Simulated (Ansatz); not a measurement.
System: rutile MgF2. Method: LDA in Ansatz (plane waves, PAW).

Total energies, extrapolated to zero smearing (they compare only within this program, potentials and cutoff; free atoms with spin allowed, lowest state found):

```csv
system,energy (eV/atom)
"rutile MgF2, relaxed",-1164.7855
free Mg atom,-1899.8370
free F atom,-789.0017
```

Q: Work out the cohesive energy per atom.

A: E_coh = [1 × (-1899.8370) + 2 × (-789.0017)]/3 − (-1164.7855) = 5.51 eV/atom. The reference value is 4.96 ± 0.03 eV/atom (derived here from tabulated measurements, copied from a table, unchecked, brought to a static lattice with a Debye model, atoms in their spin–orbit ground levels; inputs from the CRC Handbook), a difference of +0.55 eV/atom.

The PAW data were made under PBE.

Ansatz is a first-principles code.
